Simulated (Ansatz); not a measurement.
# Molecular dynamics of FH$_{3}$Si

Input file:

```yaml
crystal:
  periodic: [false, false, false]
  atoms:
    - { symbol: F, position_ang: [-1.31728, 0.168787, 0.886972] }
    - { symbol: Si, position_ang: [0.038405, -0.018499, -0.027093] }
    - { symbol: H, position_ang: [-0.325942, -0.191269, -1.417443] }
    - { symbol: H, position_ang: [0.773236, -1.18422, 0.416811] }
    - { symbol: H, position_ang: [0.881582, 1.1515, 0.099354] }
magnetization:
  spin_polarized: true
basis:
  gaussian: { orbitals: STO-3G }
hamiltonian:
  xc: pbe0
  dispersion: d4
md:
  timestep: 0.25
  n_steps: 250
  ensemble: nve_milne
  temperature: 3000.0
  initial_velocities: maxwell_boltzmann
  seed: 714447
  masses: [{ species: H, mass: 2.014 }]
```

Launched with:

```bash
$ ansatz run input.yaml --threads 1 --pin off --max-ram 2048MiB --backend cpu --events-out ev --progress --plain --runs-dir out
```

It starts from a relaxed structure.

Output, in part (one step line in 3, the closing report, with atoms numbered from 0):

```
md step     0: t =     0.00 fs  T =  3000.0 K  F+E_penalty+E_count = -10506.94704517 eV  E_kin = 1.163340 eV  conserved = -10505.78370518 eV  (18 SCF iters)
md step     3: t =     0.75 fs  T =  2958.4 K  F+E_penalty+E_count = -10506.93091918 eV  E_kin = 1.147211 eV  conserved = -10505.78370801 eV  (20 SCF iters)
md step     6: t =     1.50 fs  T =  2838.8 K  F+E_penalty+E_count = -10506.88455352 eV  E_kin = 1.100846 eV  conserved = -10505.78370796 eV  (19 SCF iters)
md step     9: t =     2.25 fs  T =  2654.2 K  F+E_penalty+E_count = -10506.81294568 eV  E_kin = 1.029238 eV  conserved = -10505.78370795 eV  (19 SCF iters)
md step    12: t =     3.00 fs  T =  2420.6 K  F+E_penalty+E_count = -10506.72237367 eV  E_kin = 0.938666 eV  conserved = -10505.78370794 eV  (20 SCF iters)
md step    15: t =     3.75 fs  T =  2155.5 K  F+E_penalty+E_count = -10506.61957828 eV  E_kin = 0.835870 eV  conserved = -10505.78370792 eV  (19 SCF iters)
md step    18: t =     4.50 fs  T =  1875.4 K  F+E_penalty+E_count = -10506.51094505 eV  E_kin = 0.727237 eV  conserved = -10505.78370781 eV  (22 SCF iters)
md step    21: t =     5.25 fs  T =  1594.2 K  F+E_penalty+E_count = -10506.40188957 eV  E_kin = 0.618182 eV  conserved = -10505.78370776 eV  (20 SCF iters)
md step    24: t =     6.00 fs  T =  1322.6 K  F+E_penalty+E_count = -10506.29660123 eV  E_kin = 0.512893 eV  conserved = -10505.78370781 eV  (20 SCF iters)
md step    27: t =     6.75 fs  T =  1068.8 K  F+E_penalty+E_count = -10506.19815907 eV  E_kin = 0.414451 eV  conserved = -10505.78370777 eV  (20 SCF iters)
md step    30: t =     7.50 fs  T =   838.5 K  F+E_penalty+E_count = -10506.10887983 eV  E_kin = 0.325172 eV  conserved = -10505.78370775 eV  (20 SCF iters)
md step    33: t =     8.25 fs  T =   636.9 K  F+E_penalty+E_count = -10506.03069535 eV  E_kin = 0.246987 eV  conserved = -10505.78370786 eV  (20 SCF iters)
md step    36: t =     9.00 fs  T =   468.6 K  F+E_penalty+E_count = -10505.96540551 eV  E_kin = 0.181698 eV  conserved = -10505.78370787 eV  (21 SCF iters)
md step    39: t =     9.75 fs  T =   337.9 K  F+E_penalty+E_count = -10505.91475406 eV  E_kin = 0.131046 eV  conserved = -10505.78370780 eV  (21 SCF iters)
md step    42: t =    10.50 fs  T =   249.2 K  F+E_penalty+E_count = -10505.88035841 eV  E_kin = 0.096651 eV  conserved = -10505.78370782 eV  (21 SCF iters)
md step    45: t =    11.25 fs  T =   205.9 K  F+E_penalty+E_count = -10505.86356021 eV  E_kin = 0.079852 eV  conserved = -10505.78370786 eV  (21 SCF iters)
md step    48: t =    12.00 fs  T =   210.3 K  F+E_penalty+E_count = -10505.86525126 eV  E_kin = 0.081543 eV  conserved = -10505.78370789 eV  (21 SCF iters)
md step    51: t =    12.75 fs  T =   263.0 K  F+E_penalty+E_count = -10505.88569733 eV  E_kin = 0.101989 eV  conserved = -10505.78370793 eV  (21 SCF iters)
md step    54: t =    13.50 fs  T =   362.7 K  F+E_penalty+E_count = -10505.92436473 eV  E_kin = 0.140657 eV  conserved = -10505.78370799 eV  (18 SCF iters)
md step    57: t =    14.25 fs  T =   505.6 K  F+E_penalty+E_count = -10505.97975995 eV  E_kin = 0.196052 eV  conserved = -10505.78370797 eV  (17 SCF iters)
md step    60: t =    15.00 fs  T =   685.0 K  F+E_penalty+E_count = -10506.04932249 eV  E_kin = 0.265614 eV  conserved = -10505.78370802 eV  (21 SCF iters)
md step    63: t =    15.75 fs  T =   891.6 K  F+E_penalty+E_count = -10506.12943841 eV  E_kin = 0.345730 eV  conserved = -10505.78370792 eV  (23 SCF iters)
md step    66: t =    16.50 fs  T =  1113.9 K  F+E_penalty+E_count = -10506.21564859 eV  E_kin = 0.431941 eV  conserved = -10505.78370796 eV  (20 SCF iters)
md step    69: t =    17.25 fs  T =  1339.3 K  F+E_penalty+E_count = -10506.30307504 eV  E_kin = 0.519367 eV  conserved = -10505.78370790 eV  (20 SCF iters)
md step    72: t =    18.00 fs  T =  1555.8 K  F+E_penalty+E_count = -10506.38700467 eV  E_kin = 0.603297 eV  conserved = -10505.78370794 eV  (20 SCF iters)
md step    75: t =    18.75 fs  T =  1752.9 K  F+E_penalty+E_count = -10506.46346522 eV  E_kin = 0.679757 eV  conserved = -10505.78370797 eV  (20 SCF iters)
md step    78: t =    19.50 fs  T =  1923.5 K  F+E_penalty+E_count = -10506.52958834 eV  E_kin = 0.745880 eV  conserved = -10505.78370806 eV  (20 SCF iters)
md step    81: t =    20.25 fs  T =  2062.8 K  F+E_penalty+E_count = -10506.58360602 eV  E_kin = 0.799898 eV  conserved = -10505.78370805 eV  (19 SCF iters)
md step    84: t =    21.00 fs  T =  2168.2 K  F+E_penalty+E_count = -10506.62449073 eV  E_kin = 0.840783 eV  conserved = -10505.78370808 eV  (20 SCF iters)
md step    87: t =    21.75 fs  T =  2237.7 K  F+E_penalty+E_count = -10506.65143612 eV  E_kin = 0.867728 eV  conserved = -10505.78370806 eV  (21 SCF iters)
md step    90: t =    22.50 fs  T =  2268.8 K  F+E_penalty+E_count = -10506.66348611 eV  E_kin = 0.879778 eV  conserved = -10505.78370804 eV  (20 SCF iters)
md step    93: t =    23.25 fs  T =  2258.6 K  F+E_penalty+E_count = -10506.65954778 eV  E_kin = 0.875840 eV  conserved = -10505.78370800 eV  (19 SCF iters)
md step    96: t =    24.00 fs  T =  2205.1 K  F+E_penalty+E_count = -10506.63881892 eV  E_kin = 0.855111 eV  conserved = -10505.78370798 eV  (19 SCF iters)
md step    99: t =    24.75 fs  T =  2108.8 K  F+E_penalty+E_count = -10506.60146017 eV  E_kin = 0.817752 eV  conserved = -10505.78370797 eV  (19 SCF iters)
md step   102: t =    25.50 fs  T =  1974.1 K  F+E_penalty+E_count = -10506.54923648 eV  E_kin = 0.765528 eV  conserved = -10505.78370804 eV  (18 SCF iters)
md step   105: t =    26.25 fs  T =  1810.7 K  F+E_penalty+E_count = -10506.48587795 eV  E_kin = 0.702170 eV  conserved = -10505.78370812 eV  (18 SCF iters)
md step   108: t =    27.00 fs  T =  1633.1 K  F+E_penalty+E_count = -10506.41700124 eV  E_kin = 0.633293 eV  conserved = -10505.78370817 eV  (18 SCF iters)
md step   111: t =    27.75 fs  T =  1459.2 K  F+E_penalty+E_count = -10506.34956006 eV  E_kin = 0.565852 eV  conserved = -10505.78370816 eV  (18 SCF iters)
md step   114: t =    28.50 fs  T =  1308.0 K  F+E_penalty+E_count = -10506.29092333 eV  E_kin = 0.507215 eV  conserved = -10505.78370815 eV  (19 SCF iters)
md step   117: t =    29.25 fs  T =  1196.7 K  F+E_penalty+E_count = -10506.24776499 eV  E_kin = 0.464057 eV  conserved = -10505.78370821 eV  (19 SCF iters)
md step   120: t =    30.00 fs  T =  1138.0 K  F+E_penalty+E_count = -10506.22499855 eV  E_kin = 0.441290 eV  conserved = -10505.78370820 eV  (18 SCF iters)
md step   123: t =    30.75 fs  T =  1138.0 K  F+E_penalty+E_count = -10506.22499248 eV  E_kin = 0.441284 eV  conserved = -10505.78370818 eV  (18 SCF iters)
md step   126: t =    31.50 fs  T =  1195.3 K  F+E_penalty+E_count = -10506.24723850 eV  E_kin = 0.463530 eV  conserved = -10505.78370814 eV  (18 SCF iters)
md step   129: t =    32.25 fs  T =  1301.8 K  F+E_penalty+E_count = -10506.28851801 eV  E_kin = 0.504810 eV  conserved = -10505.78370811 eV  (19 SCF iters)
md step   132: t =    33.00 fs  T =  1443.5 K  F+E_penalty+E_count = -10506.34347517 eV  E_kin = 0.559767 eV  conserved = -10505.78370812 eV  (19 SCF iters)
md step   135: t =    33.75 fs  T =  1603.3 K  F+E_penalty+E_count = -10506.40542548 eV  E_kin = 0.621717 eV  conserved = -10505.78370812 eV  (19 SCF iters)
md step   138: t =    34.50 fs  T =  1762.7 K  F+E_penalty+E_count = -10506.46723422 eV  E_kin = 0.683526 eV  conserved = -10505.78370811 eV  (19 SCF iters)
md step   141: t =    35.25 fs  T =  1904.3 K  F+E_penalty+E_count = -10506.52215260 eV  E_kin = 0.738445 eV  conserved = -10505.78370809 eV  (19 SCF iters)
md step   144: t =    36.00 fs  T =  2013.6 K  F+E_penalty+E_count = -10506.56454073 eV  E_kin = 0.780833 eV  conserved = -10505.78370807 eV  (19 SCF iters)
md step   147: t =    36.75 fs  T =  2080.3 K  F+E_penalty+E_count = -10506.59040975 eV  E_kin = 0.806702 eV  conserved = -10505.78370800 eV  (18 SCF iters)
md step   150: t =    37.50 fs  T =  2099.1 K  F+E_penalty+E_count = -10506.59771124 eV  E_kin = 0.814003 eV  conserved = -10505.78370855 eV  (18 SCF iters)
md step   153: t =    38.25 fs  T =  2069.8 K  F+E_penalty+E_count = -10506.58634035 eV  E_kin = 0.802632 eV  conserved = -10505.78370839 eV  (18 SCF iters)
md step   156: t =    39.00 fs  T =  1996.5 K  F+E_penalty+E_count = -10506.55790673 eV  E_kin = 0.774199 eV  conserved = -10505.78370822 eV  (18 SCF iters)
md step   159: t =    39.75 fs  T =  1886.7 K  F+E_penalty+E_count = -10506.51534798 eV  E_kin = 0.731640 eV  conserved = -10505.78370807 eV  (19 SCF iters)
md step   162: t =    40.50 fs  T =  1750.4 K  F+E_penalty+E_count = -10506.46248841 eV  E_kin = 0.678780 eV  conserved = -10505.78370793 eV  (19 SCF iters)
md step   165: t =    41.25 fs  T =  1598.6 K  F+E_penalty+E_count = -10506.40359469 eV  E_kin = 0.619887 eV  conserved = -10505.78370780 eV  (19 SCF iters)
md step   168: t =    42.00 fs  T =  1442.2 K  F+E_penalty+E_count = -10506.34295301 eV  E_kin = 0.559245 eV  conserved = -10505.78370764 eV  (19 SCF iters)
md step   171: t =    42.75 fs  T =  1291.4 K  F+E_penalty+E_count = -10506.28448103 eV  E_kin = 0.500774 eV  conserved = -10505.78370728 eV  (19 SCF iters)
md step   174: t =    43.50 fs  T =  1154.5 K  F+E_penalty+E_count = -10506.23139496 eV  E_kin = 0.447688 eV  conserved = -10505.78370714 eV  (20 SCF iters)
md step   177: t =    44.25 fs  T =  1037.3 K  F+E_penalty+E_count = -10506.18596590 eV  E_kin = 0.402259 eV  conserved = -10505.78370710 eV  (20 SCF iters)
md step   180: t =    45.00 fs  T =   943.1 K  F+E_penalty+E_count = -10506.14941572 eV  E_kin = 0.365708 eV  conserved = -10505.78370735 eV  (20 SCF iters)
md step   183: t =    45.75 fs  T =   872.3 K  F+E_penalty+E_count = -10506.12198081 eV  E_kin = 0.338273 eV  conserved = -10505.78370741 eV  (20 SCF iters)
md step   186: t =    46.50 fs  T =   823.8 K  F+E_penalty+E_count = -10506.10314606 eV  E_kin = 0.319440 eV  conserved = -10505.78370607 eV  (20 SCF iters)
md step   189: t =    47.25 fs  T =   795.0 K  F+E_penalty+E_count = -10506.09201034 eV  E_kin = 0.308304 eV  conserved = -10505.78370607 eV  (20 SCF iters)
md step   192: t =    48.00 fs  T =   783.9 K  F+E_penalty+E_count = -10506.08768570 eV  E_kin = 0.303980 eV  conserved = -10505.78370604 eV  (20 SCF iters)
md step   195: t =    48.75 fs  T =   789.0 K  F+E_penalty+E_count = -10506.08965992 eV  E_kin = 0.305954 eV  conserved = -10505.78370604 eV  (20 SCF iters)
md step   198: t =    49.50 fs  T =   810.5 K  F+E_penalty+E_count = -10506.09801088 eV  E_kin = 0.314305 eV  conserved = -10505.78370605 eV  (21 SCF iters)
md step   201: t =    50.25 fs  T =   850.3 K  F+E_penalty+E_count = -10506.11342304 eV  E_kin = 0.329717 eV  conserved = -10505.78370606 eV  (20 SCF iters)
md step   204: t =    51.00 fs  T =   911.0 K  F+E_penalty+E_count = -10506.13698690 eV  E_kin = 0.353281 eV  conserved = -10505.78370606 eV  (20 SCF iters)
md step   207: t =    51.75 fs  T =   995.7 K  F+E_penalty+E_count = -10506.16980878 eV  E_kin = 0.386103 eV  conserved = -10505.78370606 eV  (20 SCF iters)
md step   210: t =    52.50 fs  T =  1105.8 K  F+E_penalty+E_count = -10506.21250427 eV  E_kin = 0.428798 eV  conserved = -10505.78370607 eV  (20 SCF iters)
md step   213: t =    53.25 fs  T =  1240.4 K  F+E_penalty+E_count = -10506.26469673 eV  E_kin = 0.480991 eV  conserved = -10505.78370592 eV  (20 SCF iters)
md step   216: t =    54.00 fs  T =  1395.0 K  F+E_penalty+E_count = -10506.32467505 eV  E_kin = 0.540969 eV  conserved = -10505.78370587 eV  (20 SCF iters)
md step   219: t =    54.75 fs  T =  1561.8 K  F+E_penalty+E_count = -10506.38934742 eV  E_kin = 0.605642 eV  conserved = -10505.78370581 eV  (22 SCF iters)
md step   222: t =    55.50 fs  T =  1730.0 K  F+E_penalty+E_count = -10506.45455435 eV  E_kin = 0.670849 eV  conserved = -10505.78370582 eV  (19 SCF iters)
md step   225: t =    56.25 fs  T =  1887.6 K  F+E_penalty+E_count = -10506.51568213 eV  E_kin = 0.731976 eV  conserved = -10505.78370576 eV  (20 SCF iters)
md step   228: t =    57.00 fs  T =  2023.6 K  F+E_penalty+E_count = -10506.56841193 eV  E_kin = 0.784706 eV  conserved = -10505.78370572 eV  (20 SCF iters)
md step   231: t =    57.75 fs  T =  2129.3 K  F+E_penalty+E_count = -10506.60938831 eV  E_kin = 0.825683 eV  conserved = -10505.78370570 eV  (19 SCF iters)
md step   234: t =    58.50 fs  T =  2199.5 K  F+E_penalty+E_count = -10506.63662856 eV  E_kin = 0.852923 eV  conserved = -10505.78370577 eV  (18 SCF iters)
md step   237: t =    59.25 fs  T =  2232.9 K  F+E_penalty+E_count = -10506.64959445 eV  E_kin = 0.865889 eV  conserved = -10505.78370583 eV  (19 SCF iters)
md step   240: t =    60.00 fs  T =  2231.3 K  F+E_penalty+E_count = -10506.64896233 eV  E_kin = 0.865256 eV  conserved = -10505.78370595 eV  (18 SCF iters)
md step   243: t =    60.75 fs  T =  2198.4 K  F+E_penalty+E_count = -10506.63620700 eV  E_kin = 0.852501 eV  conserved = -10505.78370602 eV  (20 SCF iters)
md step   246: t =    61.50 fs  T =  2138.9 K  F+E_penalty+E_count = -10506.61314579 eV  E_kin = 0.829440 eV  conserved = -10505.78370607 eV  (18 SCF iters)
md step   249: t =    62.25 fs  T =  2057.5 K  F+E_penalty+E_count = -10506.58157358 eV  E_kin = 0.797867 eV  conserved = -10505.78370609 eV  (18 SCF iters)
md step   250: t =    62.50 fs  T =  2026.2 K  F+E_penalty+E_count = -10506.56943896 eV  E_kin = 0.785733 eV  conserved = -10505.78370613 eV  (20 SCF iters)
Total energy: -10506.56944870 eV, -386.1093056312 hartree
Atom 0 at    -1.294295     0.174437     0.901052 Å, force    -1.168110     0.203546     1.198220 eV/Å
Atom 1 at     0.004166    -0.015184    -0.005373 Å, force     3.530022    -1.067309    -3.725945 eV/Å
Atom 2 at    -0.326493    -0.156019    -1.460493 Å, force    -0.334841     0.193034     1.243857 eV/Å
Atom 3 at     0.886962    -1.205625     0.177720 Å, force    -1.154982     0.543932     0.627227 eV/Å
Atom 4 at     1.029047     1.038138    -0.054216 Å, force    -0.872088     0.126797     0.656641 eV/Å
Dipole moment:     0.007504     0.009807     0.055051 e Å
```

All steps were run. The conserved energy stayed within 0.0014 meV per atom of its start (net change -0.0002 meV per atom), so the integration is sound. The temperature averaged 0.51 of the 3000 K drawn at the start: a run that starts near a minimum puts about half its kinetic energy into the potential. A run of 0.062 ps of so small a system gives no equilibrium averages. Limits of this set-up: minimal basis.

The same pairs are bonded in the first frame and the last. Pairs count as bonded within 1.25 times the sum of covalent radii (0.12 Å more for H–H).

Last frame:

```xyz
5
Properties=species:S:1:pos:R:3
F -1.294 0.174 0.901
Si 0.004 -0.015 -0.005
H -0.327 -0.156 -1.460
H 0.887 -1.206 0.178
H 1.029 1.038 -0.054
```

Run time: 2.3 min on 1 thread of Arm Neoverse V2, with other jobs on the host, peak memory 0.08 GiB.
